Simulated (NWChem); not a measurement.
Program: NWChem. System: P (-1), charge -1, spin multiplicity 3. Its SCF solution wasn't tested for a lower state. Level: ROCCSD(T)/def2-TZVPD, 5 core orbitals frozen.

NWChem printed:

```
             Northwest Computational Chemistry Package (NWChem) 7.3.0
             --------------------------------------------------------

                                NWChem Input Module
                                -------------------

 Scaling coordinates for geometry "geometry" by  1.889725989
 (inverse scale =  0.529177249)

                             Geometry "geometry" -> ""
                             -------------------------

 Output coordinates in angstroms (scale by  1.889725989 to convert to a.u.)

  No.       Tag          Charge          X              Y              Z
 ---- ---------------- ---------- -------------- -------------- --------------
    1 P                   15.0000     0.00000000     0.00000000     0.00000000

 Effective nuclear repulsion energy (a.u.)       0.0000000000

            Nuclear Dipole moment (a.u.)
            ----------------------------
        X                 Y               Z
 ---------------- ---------------- ----------------
     0.0000000000     0.0000000000     0.0000000000

      Symmetry information
      --------------------

 Group name             D2h
 Group number             26
 Group order               8
 No. of unique centers     1

      Symmetry unique atoms

     1


 Summary of "ao basis" -> "" (spherical)
 ------------------------------------------------------------------------------
       Tag                 Description            Shells   Functions and Types
 ---------------- ------------------------------  ------  ---------------------
 *                         def2-tzvpd                 on all atoms

 Summary of "ao basis" -> "ao basis" (spherical)
 ------------------------------------------------------------------------------
       Tag                 Description            Shells   Functions and Types
 ---------------- ------------------------------  ------  ---------------------
 P                         def2-tzvpd               15       43   6s5p3d1f

                                 NWChem SCF Module
                                 -----------------

  ao basis        = "ao basis"
  functions       =    43
  atoms           =     1
  closed shells   =     7
  open shells     =     2
  charge          =  -1.00
  wavefunction    = ROHF
  use symmetry    = T
  symmetry adapt  = T

 Summary of "ao basis" -> "ao basis" (spherical)
 ------------------------------------------------------------------------------
       Tag                 Description            Shells   Functions and Types
[...]
     2   1 1 0     -0.000000     -0.000000      0.000000
     2   1 0 1      0.000000      0.000000      0.000000
     2   0 2 0    -16.877811     -2.990860      0.000000
     2   0 1 1     -0.000000      0.000000      0.000000
     2   0 0 2    -13.394178     -6.121653      0.000000

                   NWChem Extensible Many-Electron Theory Module
                   ---------------------------------------------


            General Information
            -------------------
      Number of processors :     1
         Wavefunction type : Restricted open-shell Hartree-Fock
          No. of electrons :    16
           Alpha electrons :     9
            Beta electrons :     7
           No. of orbitals :    86
            Alpha orbitals :    43
             Beta orbitals :    43
        Alpha frozen cores :     5
         Beta frozen cores :     5
     Alpha frozen virtuals :     0
      Beta frozen virtuals :     0
         Spin multiplicity : triplet
    Number of AO functions :    43
       Number of AO shells :    15
        Use of symmetry is : on
      Symmetry adaption is : on
         Schwarz screening : 0.10D-09

          Correlation Information
          -----------------------
          Calculation type : Coupled-cluster singles & doubles w/ perturbation
   Perturbative correction : (T)
            Max iterations :      100
        Residual threshold : 0.10D-05
     T(0) DIIS level shift : 0.00D+00
     L(0) DIIS level shift : 0.00D+00
     T(1) DIIS level shift : 0.00D+00
     L(1) DIIS level shift : 0.00D+00
     T(R) DIIS level shift : 0.00D+00
     T(I) DIIS level shift : 0.00D+00
   CC-T/L Amplitude update :  5-th order DIIS
                I/O scheme : Global Array Library
        L-threshold :  0.10D-05
        EOM-threshold :  0.10D-05
 no EOMCCSD initial starts read in
 TCE RESTART OPTIONS
 SLICE:      F
 D4D5:       F
 quantumc:   F
 qrotation:  F
 pwtce:      F
 qducc:      F
 nacto:                         0
 nrotv:                         0
 nrot:                          0

            Memory Information
            ------------------
          Available GA space size is     249033102 doubles
          Available MA space size is     104853836 doubles

 Maximum block size supplied by input
 Maximum block size        24 doubles

 tile_dim =      9

 -------------------------------------------------

 Global array virtual files algorithm will be used

 Parallel file system coherency ......... OK

 4-electron integrals stored in orbital form

 v2    file size   =            60070
 4-index algorithm nr.  13 is used
 imaxsize =       30
 imaxsize ichop =        0


CCSD iterations
 ---------------------------------------------------------
 Iter          Residuum       Correlation     Cpu    Wall
 ---------------------------------------------------------
    1   0.0788968348747  -0.1231225970408     0.2     0.2
    2   0.0204288714906  -0.1303113766839     0.2     0.2
    3   0.0069830542630  -0.1329100778864     0.2     0.2
    4   0.0026607978608  -0.1334189497387     0.2     0.2
    5   0.0011070264382  -0.1336233135505     0.2     0.2
    6   0.0002626935790  -0.1336929551308     0.2     0.2
    7   0.0000870033870  -0.1337254199101     0.2     0.2
    8   0.0000380117283  -0.1337234944388     0.2     0.2
    9   0.0000179854351  -0.1337241764871     0.3     0.3
   10   0.0000088560217  -0.1337243348770     0.3     0.3
   11   0.0000014857998  -0.1337245057082     0.4     0.4
   12   0.0000005311691  -0.1337245533538     0.4     0.4
 -----------------------------------------------------------------
 Iterations converged
 CCSD correlation energy / hartree =        -0.133724553353754
 CCSD total energy / hartree       =      -340.816312064544604

 Singles contributions

 Doubles contributions
 CCSD(T)
 Using plain CCSD(T) code
             total no. of tasks         1960
 total no. of tasks / no. procs         1960
                         wl_min            1           1.0
                         wl_max          729           3.0
        thresh for no. of tasks         1960

 CCSD[T]  correction energy / hartree =        -0.005962241293751
 CCSD[T] correlation energy / hartree =        -0.139686794647505
 CCSD[T] total energy / hartree       =      -340.822274305838334
 CCSD(T)  correction energy / hartree =        -0.005992789339304
 CCSD(T) correlation energy / hartree =        -0.139717342693058
 CCSD(T) total energy / hartree       =      -340.822304853883907

 Task  times  cpu:        4.6s     wall:        4.6s

 Total times  cpu:        4.7s     wall:        4.7s
```

### Question
Write an NWChem input that would produce this output.

### Answer
Several could match; the one computed here: 
```
start mol
memory heap 100 mb stack 700 mb global 1900 mb
charge -1
geometry units angstroms nocenter noautoz
  P      0.000000     0.000000     0.000000
  symmetry group D2h
end
basis spherical
  * library def2-tzvpd
end
scf
  rohf
  nopen 2
  maxiter 100
  thresh 1e-7
  semidirect memsize 60000000 filesize 0
  # guess.movecs holds the orbitals of an unrestricted PBE0 run
  vectors input guess.movecs swap 7 9 output mol.movecs
end
tce
  freeze core 5
  ccsd(t)
  2eorb
  2emet 13
  thresh 1e-6
  maxiter 100
  tilesize 24
end
task tce energy
```
